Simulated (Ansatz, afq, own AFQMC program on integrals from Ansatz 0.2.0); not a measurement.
AFQMC on a folder of integrals that Ansatz 0.2.0 wrote.

```yaml
crystal:
  periodic: [false, false, false]
  atoms:
    - {symbol: Ge, position_ang: [-0.030434, -0.030397, 0.323196]}
    - {symbol: O, position_ang: [0.085417, 0.093438, -1.454636]}
    - {symbol: H, position_ang: [0.756113, -1.288719, 0.794928]}
    - {symbol: H, position_ang: [0.624115, 1.276658, 0.825245]}
    - {symbol: H, position_ang: [-0.542817, 0.719564, -1.822242]}
basis:
  gaussian: {orbitals: cc-pVDZ}
magnetization: {spin_polarized: true, initial_magnetization: 1}
correlation: {method: ccsd_t, electrons: outside_noble_gas, hamiltonian_folder: ham}
```

```sh
$ ansatz run in.yaml --threads 1 --pin off --events-out ev --progress --plain --max-ram 1382MiB
```

Options of the walk:

```
--method phaseless --trial hf --walkers 120 --populations 1 --least-time 40 --time-step 0.005 --steps-per-block 20 --equilibration-blocks 160 --max-blocks 600 --target-error 0.00258 --factor-cut 1e-05 --start spin_pure --seed 8453 --taylor-order 6
```

Times are imaginary, in 1/Eh. The walk had a cap of 1976 s. Filled inner d shells are frozen with the cores.

```
orbitals 41  electrons 7 6  factors 331 of 584
reference energy -2151.92148193 Eh
CCSD correlation -0.29785875 Eh in 12 cycles, weight of the determinant in the CISD state 0.8922
energy of the start -2151.921549 Eh
 block  time / (1/Eh)  mean weight  energy / Eh
     1     0.100  1.0028  -2152.007467
     2     0.200  1.0015  -2152.060713
     3     0.300  1.0027  -2152.097847
     4     0.400  1.0023  -2152.119739
     5     0.500  1.0028  -2152.164605
     8     0.800  1.0024  -2152.141757
    20     2.000  0.9988  -2152.268539
    77     7.700  0.9980  -2152.216385
   134    13.400  1.0008  -2152.223434
   191    19.100  0.9971  -2152.210936
   248    24.800  0.9995  -2152.256507
   305    30.500  1.0007  -2152.247164
   362    36.200  1.0003  -2152.187559
   419    41.900  0.9993  -2152.224145
   476    47.600  1.0036  -2152.204121
   533    53.300  1.0011  -2152.216663
   590    59.000  0.9995  -2152.238051
   647    64.700  1.0026  -2152.263460
   685    68.500  1.0007  -2152.306637
   704    70.400  0.9995  -2152.204223
   742    74.200  0.9998  -2152.202328
blocks merged  error / Eh  count
     1  0.001489  600
     2  0.001996  300
     4  0.002635  150
     8  0.003255  75
    16  0.004174  37
    32  0.005083  18
    64  0.003962  9
energy -2152.236983 +/- 0.005083 Eh
(rows thinned)
```

Problem. Estimate how long the walk took on 1 thread of Arm Neoverse N1, with other jobs on the host.

Solution. 11 min of wall time.

The run passed its tests (sampling time, drift between the halves within three errors, error under three times the target), which doesn't prove that it has relaxed.

Against this walk (error 138.3 meV) on the same determinant: CCSD(T) 304.3 meV higher, the released energy of a separate walk with a CISD trial 261.1 ± 141.4 meV higher (within the noise), a separate phaseless walk with a CISD trial and standard settings 300.0 ± 139.2 meV higher. The error is statistical and leaves out the bias of the constraint.

Cautions: constraint bias not in the error; error above the target (138.3 against 70.2 meV); no relativity below Rb; no spin-orbit coupling; inner d shell frozen.
